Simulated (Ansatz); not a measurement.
We consider bcc K, described by PBEsol (PAW; Ansatz, a quantum-chemistry and plane-wave program).

A relaxed, unreconstructed slab of the (111) face has 12 atoms, two equal faces of 47.131 Å² each and an energy of -18191.4754 eV. A bulk cell of 3 atoms with the same orientation and in-plane k mesh has -4548.0840 eV. Energies are extrapolated to zero smearing.

Numerical settings: plane-wave cutoff 500 eV, 12×12×1 k mesh (along the axes of the cell as run), Fermi–Dirac smearing 0.1 eV, scalar-relativistic PAW data made under PBE.

Worked out: γ = (E_slab − N E_bulk per atom)/2A = [-18191.4754 − 12 × (-4548.0840/3)]/(2 × 47.131) = 0.0091 eV/Å². With 16.022 J/m² per eV/Å² this is 0.15 J/m², or 0.43 eV per surface cell and face.
